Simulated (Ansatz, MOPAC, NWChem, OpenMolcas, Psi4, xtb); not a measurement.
# How methods differ on Si2H5O (SMILES [SiH2]O[SiH3])

The runs start from one conformer, not always the lowest.

Si2H5O, doublet, SMILES `[SiH2]O[SiH3]`. Each level relaxes the structure for itself.

Each level gives the highest harmonic wavenumber at each level's own minimum (cm⁻¹). The values are calculated.

```tsv
level	kind	program	value (cm⁻¹)
AM1	semi-empirical	MOPAC	2254
MNDOD	semi-empirical	MOPAC	2404
PM6-D3H4	semi-empirical	MOPAC	2140
GFN1-xTB	semi-empirical	xtb	2238
UHF/3-21G	Hartree–Fock	OpenMolcas	2308
UHF/6-31G* (spherical functions)	Hartree–Fock	NWChem	2407
UHF/6-31G* (Cartesian functions)	Hartree–Fock	OpenMolcas	2407
UB3LYP/def2-SVP	global hybrid	NWChem	2245
UPBE0-D4/def2-TZVP	global hybrid	Ansatz	2248
UMP2/def2-SVP (density fitting, density fitting for correlation)	perturbation theory	Psi4	2342
```

Harmonic and unscaled. The values span 2140 to 2407 cm⁻¹.
